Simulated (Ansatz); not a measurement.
Isolated molecules relaxed with PBE0-D4/def2-TZVP in Ansatz; ΔE leaves out vibrations. CCSD(T)/CBS is the MP2 limit (def2-TZVPP, def2-QZVPP) plus CCSD(T) − MP2 in def2-TZVPP, frozen cores. DFT in def2-TZVPP. B3LYP here is the variant with VWN-RPA as its local correlation; programs differ in this. Each species was taken in one conformer, which may not be the lowest.

Reaction (isomerisation): `C1=COCCC1` → `C=C(C)C(C)=O`

CCSD(T)/CBS gives -22.0 kJ/mol.

Problem. Another level gave -24.3 kJ/mol. Which?
A. B3LYP/def2-TZVPP
B. ωB97M-V/def2-TZVPP
C. r2SCAN-D4/def2-TZVPP
D. PBE0/def2-TZVPP

Solution. C. r2SCAN-D4 -24.3, B3LYP -34.5, PBE0 -12.2, ωB97M-V -20.1 kJ/mol.

Largest T1 diagnostic among the species: 0.013.

The D4 term adds +3.1 kJ/mol with B3LYP and +1.4 kJ/mol with PBE0; it sums over pairs of atoms, weighted by their polarisabilities, and B3LYP, whose exchange is more repulsive, gets the larger term. In def2-TZVPP, CCSD(T) changes the Hartree–Fock value by +10.7 kJ/mol (the triples alone add −2.5 kJ/mol) and MP2 by +13.1 kJ/mol.
